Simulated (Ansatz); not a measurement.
This script drives the Python package of Ansatz (0.2.0).

Input file `c5h7n.xyz`:
```text
13

C    -0.69600    1.23900   -0.66140
C    -0.31690    0.06050   -0.14560
C    -1.32940   -0.79240    0.57260
C     1.08810   -0.43960   -0.37190
C     2.03760    0.26150    0.29220
N     1.63590   -1.00980    0.72750
H     0.00620    1.85540   -1.21510
H    -1.71240    1.60050   -0.53540
H    -1.67310   -0.27190    1.49130
H    -0.89630   -1.77310    0.86080
H    -2.20210   -0.98060   -0.08820
H     1.40410   -0.89590   -1.33260
H     2.65410    1.14630    0.40580
```

Script `opt_c5h7n.py`:
```python
import warnings

import ansatz as az
import numpy as np


def main() -> None:
    warnings.simplefilter("ignore", az.DeckWarning)

    geometry = az.Crystal.molecule_from_extxyz("c5h7n.xyz")

    calculation = (
        geometry.calculation()
        .basis(gaussian="def2-SVP")
        .functional("r2scan")
        .scf(lower_state_search="off")
    )
    symbols = [site.symbol for site in geometry.cartesian_sites]
    start = np.array([site.position_ang for site in geometry.cartesian_sites], dtype=float)
    def progress(event):
        if event["event"] == "relax_step":
            row = event["data"]
            print(f"step {row['step']:3d}  E = {row['lagrangian_ev']:.6f} eV  max force {row['allowed_force_max_ev_ang']:.4f} eV/A")


    summary = calculation.relax(force_tolerance=0.01).session().plan().execute(on_event=progress).report
    end = np.array(summary["positions_ang"])

    print(f"E = {summary['free_energy_ev']:.6f} eV = {summary['free_energy_ev'] / 27.211386246:.7f} Ha")
    print("converged:", summary["converged"], " doubts:", summary["published_state_doubts"] or "none")

    print("bond        before    after (A)")
    for i, j in [(0, 1), (0, 6), (0, 7), (1, 2), (1, 3), (2, 8), (2, 9), (2, 10), (3, 4), (3, 5), (3, 11), (4, 5), (4, 12)]:
        d0, d1 = (np.linalg.norm(xyz[i] - xyz[j]) for xyz in (start, end))
        print(f"{symbols[i]}{i}-{symbols[j]}{j}".ljust(10), f"{d0:8.4f} {d1:8.4f}")
    for i, j, k in [(1, 0, 6), (1, 0, 7), (6, 0, 7), (0, 1, 2), (0, 1, 3), (2, 1, 3), (1, 2, 8), (1, 2, 9)]:
        u, v = end[i] - end[j], end[k] - end[j]
        print(f"angle {symbols[i]}{i}-{symbols[j]}{j}-{symbols[k]}{k}: {np.degrees(np.arccos(np.clip(u @ v / np.linalg.norm(u) / np.linalg.norm(v), -1, 1))):.2f} deg")
    with open("c5h7n_opt.xyz", "w") as handle:
        handle.write(f"{len(symbols)}\nrelaxed C5H7N\n")
        handle.writelines(f"{s:2s} {x:11.6f} {y:11.6f} {z:11.6f}\n" for s, (x, y, z) in zip(symbols, end))


if __name__ == "__main__":
    main()
```

It is started by `python opt_c5h7n.py`. Estimate its wall time and peak memory on 1 thread of Arm Neoverse V2, on a shared host.

It took about 2.4 min, with a peak of 0.22 GiB, for 1 run of the engine.

```console
$ python opt_c5h7n.py
step   1  E = -6775.492540 eV  max force 5.7938 eV/A
step   2  E = -6776.669181 eV  max force 3.0367 eV/A
step   3  E = -6776.918464 eV  max force 2.5189 eV/A
step   4  E = -6776.991008 eV  max force 0.4123 eV/A
step   5  E = -6777.002137 eV  max force 0.3897 eV/A
step   6  E = -6777.005972 eV  max force 0.1630 eV/A
step   7  E = -6777.010230 eV  max force 0.1275 eV/A
step   8  E = -6777.013427 eV  max force 0.1260 eV/A
step   9  E = -6777.018449 eV  max force 0.8357 eV/A
step  10  E = -6777.032826 eV  max force 0.3098 eV/A
step  11  E = -6777.062676 eV  max force 0.3704 eV/A
step  12  E = -6777.092316 eV  max force 0.4813 eV/A
step  13  E = -6777.109792 eV  max force 0.8808 eV/A
step  14  E = -6777.132207 eV  max force 0.8159 eV/A
step  15  E = -6777.160907 eV  max force 0.8312 eV/A
step  16  E = -6777.028391 eV  max force 3.9376 eV/A
step  17  E = -6777.183963 eV  max force 0.1360 eV/A
step  18  E = -6777.190598 eV  max force 0.1022 eV/A
step  19  E = -6777.198193 eV  max force 0.3076 eV/A
step  20  E = -6777.205015 eV  max force 0.3117 eV/A
step  21  E = -6777.205510 eV  max force 0.6832 eV/A
step  22  E = -6777.237507 eV  max force 0.3634 eV/A
step  23  E = -6777.255493 eV  max force 0.2839 eV/A
step  24  E = -6777.272426 eV  max force 0.4966 eV/A
step  25  E = -6777.087922 eV  max force 3.0769 eV/A
step  26  E = -6777.290754 eV  max force 0.1828 eV/A
step  27  E = -6777.296718 eV  max force 0.1298 eV/A
step  28  E = -6777.298694 eV  max force 0.0492 eV/A
step  29  E = -6777.299227 eV  max force 0.0226 eV/A
step  30  E = -6777.299317 eV  max force 0.0165 eV/A
step  31  E = -6777.299339 eV  max force 0.0123 eV/A
step  32  E = -6777.299343 eV  max force 0.0189 eV/A
step  33  E = -6777.299349 eV  max force 0.0017 eV/A
E = -6777.299359 eV = -249.0611576 Ha
converged: True  doubts: none
bond        before    after (A)
C0-C1        1.3411   1.3450
C0-H6        1.0861   1.0947
C0-H7        1.0861   1.0936
C1-C2        1.5061   1.5006
C1-C3        1.5084   1.4820
C2-H8        1.1104   1.1045
C2-H9        1.1101   1.1031
C2-H10       1.1107   1.0986
C3-C4        1.3543   1.4564
C3-N5        1.3542   1.5572
C3-H11       1.1095   1.0991
C4-N5        1.4025   1.2548
C4-H12       1.0844   1.0962
angle C1-C0-H6: 121.12 deg
angle C1-C0-H7: 121.45 deg
angle H6-C0-H7: 117.43 deg
angle C0-C1-C2: 123.13 deg
angle C0-C1-C3: 119.96 deg
angle C2-C1-C3: 116.90 deg
angle C1-C2-H8: 111.25 deg
angle C1-C2-H9: 110.53 deg
```

`c5h7n_opt.xyz`, as written:
```text
13
relaxed C5H7N
C    -1.052910    0.944927   -1.216064
C    -0.379749    0.197677   -0.323041
C    -1.050291   -0.551434    0.790960
C     1.094604    0.080657   -0.417514
C     1.936890   -0.251822    0.723130
N     1.758023   -1.263859    0.003142
H    -0.531341    1.466579   -2.024910
H    -2.139432    1.057307   -1.162456
H    -0.682956   -0.215821    1.777054
H    -0.820175   -1.628353    0.726300
H    -2.140534   -0.419221    0.764004
H     1.551631    0.566460   -1.291057
H     2.456039    0.016803    1.650453
```

These settings explore the input space; basis and method may be short of convergence. The end point is the stationary point reached from this start; no frequency run checks that it is a minimum, and the basis set is modest.

(Lines on the test bed's own set-up are left out of the output.)
